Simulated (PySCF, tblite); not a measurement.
**C₅H₆F radical: geometry, infrared bands and EPR parameters**

Wanted: the infrared bands and EPR parameters of C₅H₆F radical (`FC=C1C[CH]C1`), by calculation.

Programs: tblite 0.8.0 and PySCF 2.14.0, with density-fitted response routines of our own. Each step states its level of theory. These are calculated values for one molecule in the gas phase, unless marked as measured. Atoms count from 0, in the outputs and in this text.

## (1) The starting structure

12 atoms, charge 0, multiplicity 2; geometry from: force field or distance geometry start.

Bonds of the start (Å): F0–C1 1.36, C1–C2 1.31, C2–C3 1.52, C3–C4 1.48, C4–C5 1.47, C5–C2 1.51, C1–H6 1.08, C3–H7 1.08, C3–H8 1.09, C4–H9 1.08, C5–H10 1.10, C5–H11 1.09.

## (2) Relaxing the molecule with GFN2-xTB

The job: settings as JSON, then the geometry in Å.

```
{"job": {"kind": "relax", "xc": "GFN2-xTB", "basis": "xTB"}, "charge": 0, "multiplicity": 2}
F      2.712500    -0.246000     0.625100
C      1.704100     0.614000     0.315300
C      0.489400     0.182500     0.061000
C     -0.811200     0.875100    -0.310700
C     -1.414600    -0.475100    -0.347800
C     -0.170400    -1.171100    -0.006100
H      2.042000     1.641000     0.329100
H     -0.831600     1.392200    -1.260300
H     -1.249800     1.506600     0.465600
H     -2.415400    -0.746900    -0.044500
H     -0.234700    -1.725500     0.936600
H      0.181000    -1.847500    -0.789500
```

The run is started by

```bash
OMP_NUM_THREADS=1 python probes_run.py task.json out
```

The driver reads the jobs from task.json and runs them one after another.

Output:

```text
step      E/eV     max force
  0    -499.68910    1.371
  1    -499.71358    0.529
  2    -499.72422    0.393
  3    -499.74898    0.451
  4    -499.75387    0.475
  5    -499.75784    0.173
  6    -499.76082    0.121
  7    -499.76241    0.147
  8    -499.76403    0.106
  9    -499.76544    0.088
 10    -499.76677    0.107
 11    -499.76774    0.091
 12    -499.76848    0.079
 13    -499.76922    0.093
 14    -499.77024    0.113
 15    -499.77154    0.108
 16    -499.77274    0.071
 17    -499.77334    0.053
 18    -499.77356    0.032
 19    -499.77371    0.028
 20    -499.77381    0.023
 21    -499.77387    0.024
 22    -499.77393    0.020
 23    -499.77398    0.016
 24    -499.77402    0.018
 25    -499.77405    0.016
 26    -499.77409    0.020
 27    -499.77416    0.023
 28    -499.77430    0.039
 29    -499.77458    0.060
 30    -499.77498    0.078
 31    -499.77534    0.069
 32    -499.77570    0.065
 33    -499.77594    0.039
 34    -499.77618    0.049
 35    -499.77627    0.045
 36    -499.77635    0.024
 37    -499.77638    0.014
 38    -499.77641    0.012
 39    -499.77644    0.011
 40    -499.77646    0.016
 41    -499.77649    0.020
 42    -499.77654    0.020
 43    -499.77658    0.016
 44    -499.77661    0.010
```

Run time: 0.13 s. Hardware: 1 thread of Arm Neoverse V2, shared host.

The steps of the relaxation: (not every step is listed)

```csv
step,energy from step 0 (eV),largest force (eV/Å)
0,0.0000,1.3708
1,-0.0245,0.5290
2,-0.0351,0.3935
3,-0.0599,0.4509
4,-0.0648,0.4748
5,-0.0687,0.1735
6,-0.0717,0.1209
7,-0.0733,0.1472
8,-0.0749,0.1056
11,-0.0786,0.0906
14,-0.0811,0.1133
17,-0.0842,0.0526
20,-0.0847,0.0234
23,-0.0849,0.0162
26,-0.0850,0.0195
29,-0.0855,0.0602
32,-0.0866,0.0648
35,-0.0872,0.0448
38,-0.0873,0.0117
39,-0.0873,0.0108
40,-0.0874,0.0156
41,-0.0874,0.0200
42,-0.0874,0.0196
43,-0.0875,0.0158
44,-0.0875,0.0098
```

Distances of close pairs at the start and the end, largest changes first:

```csv
bond,before (Å),after (Å),change (Å)
C4–C5,1.466,1.487,+0.021
C3–H7,1.081,1.096,+0.014
C4–H9,1.080,1.069,-0.012
C2–C3,1.520,1.509,-0.011
F0–C1,1.361,1.351,-0.010
C3–C4,1.479,1.489,+0.009
C3–H8,1.093,1.096,+0.003
C2–C5,1.507,1.510,+0.003
```

The next job starts from the end point, and lists it.

## (3) Infrared spectrum with GFN2-xTB

The job: settings as JSON, then the geometry in Å.

```
{"job": {"kind": "ir", "xc": "GFN2-xTB", "basis": "xTB"}, "charge": 0, "multiplicity": 2}
F      2.720913    -0.236496     0.553840
C      1.700004     0.604181     0.279588
C      0.475381     0.172525     0.072490
C     -0.822616     0.875556    -0.241154
C     -1.459156    -0.470165    -0.250500
C     -0.190721    -1.182605     0.057557
H      2.019905     1.635958     0.256151
H     -0.834151     1.420820    -1.191586
H     -1.169465     1.569293     0.533087
H     -2.466345    -0.797764    -0.393118
H     -0.154756    -1.724213     1.009506
H      0.182206    -1.867776    -0.711889
```

Output:

```text
mode    cm-1     km/mol
  1      78.0     19.77
  2     125.5     17.02
  3     175.7      3.00
  4     279.6      0.24
  5     392.5     12.26
  6     488.7      7.87
  7     726.4      2.22
  8     738.3      1.12
  9     822.7      4.61
 10     902.2      2.26
 11     949.2      1.18
 12     978.6      0.24
 13     987.0      3.54
 14    1049.8      0.83
 15    1055.6     72.17
 16    1111.0     54.15
 17    1139.4     27.90
 18    1209.4      2.32
 19    1228.0      2.45
 20    1248.2     30.25
 21    1276.0     29.69
 22    1417.8     16.86
 23    1430.4      0.12
 24    1791.2     28.18
 25    2869.0     38.20
 26    2874.2      4.33
 27    2914.3     32.69
 28    2919.0     34.19
 29    3073.4     24.05
 30    3179.7     45.73
```

Run time: 0.17 s. Hardware: 1 thread of Arm Neoverse V2, shared host.

The strongest bands and the atoms that carry them (share of the mass-weighted mode):

```csv
cm⁻¹,km/mol,atoms
1056,72.2,"C1 23 %, F0 17 %, H7 11 %, C4 10 %"
1111,54.1,"H6 22 %, C1 17 %, C2 15 %, F0 13 %"
1248,30.2,"C4 27 %, C5 23 %, C3 11 %"
1276,29.7,"H6 44 %, C2 16 %"
2869,38.2,"H8 40 %, H7 38 %"
2914,32.7,"H7 49 %, H8 46 %"
2919,34.2,"H11 49 %, H10 46 %"
3180,45.7,H9 92 %
```

## (4) EPR parameters: B3LYP/pcH-1

Same as in step 3 but for these lines:

```diff
@@ -1,2 +1,2 @@
-{"job": {"kind": "ir", "xc": "GFN2-xTB", "basis": "xTB"}, "charge": 0, "multiplicity": 2}
+{"job": {"kind": "epr", "basis": "pcH-1"}, "charge": 0, "multiplicity": 2}
 F      2.720913    -0.236496     0.553840
```

Method: UKS B3LYP, pcH-1 on C F H, non-relativistic, mean-field spin-orbit, GIAO.

Output:

```text
UKS, coarse grid
  cycle   1  E = -293.82801592  |g| = 3.61e-01
  cycle   2  E = -293.78811002  |g| = 5.05e-01
  cycle   3  E = -293.87820257  |g| = 6.24e-02
  cycle   4  E = -293.87953619  |g| = 3.63e-02
  cycle   5  E = -293.88010900  |g| = 1.15e-02
  cycle   6  E = -293.88016084  |g| = 4.64e-03
  cycle   7  E = -293.88017176  |g| = 8.44e-04
  cycle   8  E = -293.88017260  |g| = 3.69e-04
UKS, final grid
  cycle   1  E = -293.88020049  |g| = 4.30e-04
  cycle   2  E = -293.88020044  |g| = 5.75e-04
  cycle   3  E = -293.88020060  |g| = 9.07e-05
  cycle   4  E = -293.88020060  |g| = 4.67e-05
  cycle   5  E = -293.88020061  |g| = 1.90e-05
E = -293.88020061 Eh   <S^2> = 0.7546 (exact 0.7500)
g shifts (ppm)      1          2          3
  rmc          -134       -134       -134
  gc              2         18         22
  oz_so         -19        657        741
  total        -151        540        629
hyperfine (MHz)  atom isotope    a_iso     a_fc   dipolar eigenvalues
    0   19F      -2.21      -2.21     -8.58      2.78      5.80
    1   13C      -3.19      -3.19     -3.06      0.92      2.15
    2   13C       7.03       7.03     -2.26      0.50      1.76
    3   13C     -36.81     -36.81     -2.68      0.40      2.28
    4   13C      96.20      96.20    -82.12    -80.61    162.72
    5   13C     -36.97     -36.97     -2.78      0.60      2.18
    6    1H       1.21       1.21     -1.11     -1.02      2.13
    7    1H     117.76     117.76     -4.65     -3.84      8.49
    8    1H     116.60     116.60     -4.59     -3.75      8.34
    9    1H     -64.77     -64.77    -38.95     -0.19     39.14
   10    1H     118.96     118.96     -4.63     -3.72      8.35
   11    1H     120.49     120.49     -4.67     -3.82      8.50
```

Wall time 28 s (1 thread of Arm Neoverse V2, shared host); peak memory 0.75 GiB.

Principal g values 2.00217, 2.00286, 2.00295; g(iso) = 2.00266, against 2.00232 for a free electron.

Hyperfine couplings; where a row names several nuclei, a(iso) is their mean (it holds for fast rotation or exchange) and the dipolar term the largest among them:

```csv
nuclei,isotope,a(iso) (MHz),"a(iso) (G, at g = 2.0023)",largest dipolar term (MHz)
"H10, H11",1H,119.7,42.7,8.5
"H7, H8",1H,117.2,41.8,8.5
C4,13C,96.2,34.3,162.7
H9,1H,-64.8,-23.1,39.1
C5,13C,-37.0,-13.2,-2.8
C3,13C,-36.8,-13.1,-2.7
C2,13C,7.0,2.5,-2.3
C1,13C,-3.2,-1.1,-3.1
F0,19F,-2.2,-0.8,-8.6
H6,1H,1.2,0.4,2.1
```

Mulliken spin populations:

```csv
atom,value (e)
F0,0.00
C1,-0.02
C2,0.02
C3,-0.09
C4,1.02
C5,-0.09
H6,0.00
H7,0.05
H8,0.05
H9,-0.04
H10,0.05
H11,0.05
```

In first order the couplings over 0.8 MHz of 1H, 19F give 72 distinct lines over 193.4 G, if the averaged nuclei exchange fast.

The fields below are evaluated on a grid from the run's orbitals.

ELF in a plane through or near 8 of the atoms.

Ten even steps from '0' (0.00) to '9' (1.00):
```
0000000000000000000000000000
0000000000000000000000000000
0000000000000000000000000000
0000000000000000000000000000
0000000000000111100000000000
0000013542001456420000000000
0000257884002454431000000000
0001575584005618574346520000
0001688573347984985799981000
0000345651871563532999992000
0000001525775363741899992000
0000028995556982896578750000
0000499998114739364111100000
0000499997001455541000000000
0000159993000246531000000000
0000000110000011100000000000
0000000000000000000000000000
0000000000000000000000000000
0000000000000000000000000000
0000000000000000000000000000
```
The map spans 10.4 Å across and 8.7 Å up, centred on the molecule. Atoms in the plane (x, y in Å): F0 (-2.6, 1.0), C1 (-1.8, -0.1), C2 (-0.5, 0.0), C3 (0.6, -1.1), C4 (1.6, 0.1), C5 (0.5, 1.1), H6 (-2.4, -1.1), H9 (2.6, 0.1).

log10 of the density (e/Å³) in the same plane.

Ten even steps from ' ' (-4.0) to '@' (1.9):
```
                                                        
                            ....                        
                        ..::::::::....                  
                    ....::--------::::..                
        ..::----::::::::--========----::..              
      ::--==++++++==----==++****++++==--::::..          
    ..--==++**##**++====++****##**++====----::::..      
    ..--++**%%@@##**++++****##@@##**++++====----..      
    ::==++**%%%%##********##########******++==--::..    
    ..--==++**##############****##%%%%####**++==::..    
    ..::--==++**##@@####%%##****######******====::..    
      ::--==++######******##########****++++==--::      
      ::--==++####**++++++**##@@##**++====----::..      
      ..--==++++++++====++****##****++----::::..        
      ..::--========----==++++**++++==--::..            
        ....::::::::::::----========--::..              
              ..........::::--------::..                
                        ....::::::....                  
                              ..                        
                                                        
```
The map spans 10.4 Å across and 8.7 Å up, centred on the molecule. Atoms in the plane (x, y in Å): F0 (-2.6, 1.0), C1 (-1.8, -0.1), C2 (-0.5, 0.0), C3 (0.6, -1.1), C4 (1.6, 0.1), C5 (0.5, 1.1), H6 (-2.4, -1.1), H9 (2.6, 0.1).

On the surface of density 0.002 e/bohr³ the electrostatic potential runs, from the 1st to the 99th percentile, from -0.92 V near F0 to 1.06 V near H6.

The spin density lies nearest to C4 64 %; H9 10 %.

## (5) What came out

```
                                 quantity                      value
strongest single infrared mode (GFN2-xTB)       1056 cm⁻¹, 72 km/mol
             zero-point energy (GFN2-xTB)              56.4 kcal/mol
                           g(iso) (B3LYP)                    2.00266
                                     ⟨S²⟩         0.755 (exact 0.75)
       largest a(iso) (averaged by class)  1H on H10, H11, 119.7 MHz
    surface potential, 1st and 99th percentile         -0.92 V and 1.06 V
```

Over 44 steps the energy fell by 0.088 eV; of the close pairs, C4–C5 changed most, 1.466 to 1.487 Å. All 30 modes are real, so the xTB geometry is a minimum. The strongest single mode, at 1056 cm⁻¹, is spread over many atoms; the largest shares are those of C1, F0. GFN2-xTB is a fitted tight-binding method: band positions and strengths are rough. Its intensities can rank the bands wrongly. Most of the unpaired spin sits on C4 (1.02 e). The isotropic g lies 0.3 ppt above the free-electron value.
